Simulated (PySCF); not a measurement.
LiO: energy against distance

Set-up: basis Li aug-cc-pVDZ, O aug-cc-pVDZ; no relativity; PySCF 2.14. Energies in eV from Li + O in their ground configurations at the same level. All curves are PBE0. state 1: ²Π (doublet), unpaired electrons π ↑; state 2: ²Σ⁺ (doublet), unpaired electrons σ ↑, a second solution, started from another occupation; state 3: ⁴Σ⁻ (quartet), unpaired electrons σ ↑, π ↑↑, a second solution, started from another occupation.

```csv
R (Å),state 1,state 2,state 3
1.469,-2.962,-2.888,1.5140
1.537,-3.229,-3.021,1.0532
1.605,-3.378,-3.067,0.7183
1.657,-3.432,-3.060,0.5297
1.708,-3.447,-3.025,0.3834
1.759,-3.432,-2.969,0.2704
1.828,-3.375,-2.869,0.1598
1.913,-3.262,-2.718,0.0689
2.015,-3.087,-2.513,0.0060
2.152,-2.819,-2.222,-0.0321
```

**Question.** Put a parabola through the three lowest points of the state 1 curve and estimate Re, k and ωe (reduced mass 4.877 u; 1 eV/Å² = 0.16022 mdyn/Å; ωe = 1302.8·√(k/μ) cm⁻¹).

**Answer.** Through R = 1.657, 1.708, 1.759 Å the second-order coefficient is 5.77 eV/Å², so Re ≈ 1.708 Å, k ≈ 1.85 mdyn/Å and ωe ≈ 802 cm⁻¹. A polynomial fit of higher order to the unrounded PBE0 energies gives Re = 1.706 Å, k = 1.88 mdyn/Å, ωe = 808 cm⁻¹; anharmonicity and rounding make the difference.

The higher-order fit for each curve: state 1: Re = 1.706 Å, ωe = 808 cm⁻¹, De = 3.45 eV; state 2: Re = 1.619 Å, ωe = 835 cm⁻¹, minimum 3.07 eV below the ground-state fragments. State 3 gave no clean fit.

Counting both spins, an empty level lies below a filled one in some of these solutions, because spin and occupation are held. The state is the lowest determinant that a PBE0 search found; another state may lie lower at other levels.
